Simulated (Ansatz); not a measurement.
C4H7NS, SMILES `CNCC#CS` at its PBE0-D4/def2-TZVP geometry, where that method's forces vanish. Charge 0, multiplicity 1.

```xyz
13

C    -0.5980    1.8802    1.2102
N     0.1946    0.7954    0.6775
C    -0.5117    0.0517   -0.3487
C     0.2081   -1.1342   -0.7727
C     0.8055   -2.1254   -1.1129
S     1.5524   -3.5747   -1.5063
H    -1.5821    1.5692    1.5998
H    -0.7744    2.6234    0.4271
H    -0.0503    2.3739    2.0143
H     0.4748    0.1614    1.4146
H    -0.6601    0.7113   -1.2130
H    -1.5251   -0.2598   -0.0320
H     2.4664   -3.0726   -2.3580
```

Q: What forces (eV/Å) does PBE-D4/def2-TZVPP give on these atoms in the Gaussian-basis code of Ansatz? (An estimate is asked.)

A: Ansatz gave: 
```
C1  -0.024  0.076  0.057
N2   0.274  0.193 -0.097
C3   0.088 -0.224 -0.115
C4  -0.582  0.905  0.301
C5   0.562 -0.901 -0.322
S6  -0.123 -0.245  0.145
H7  -0.241 -0.045  0.092
H8  -0.045  0.162 -0.157
H9   0.103  0.108  0.167
H10  0.114 -0.223  0.252
H11 -0.058  0.165 -0.190
H12 -0.276 -0.064  0.057
H13  0.207  0.092 -0.191
```
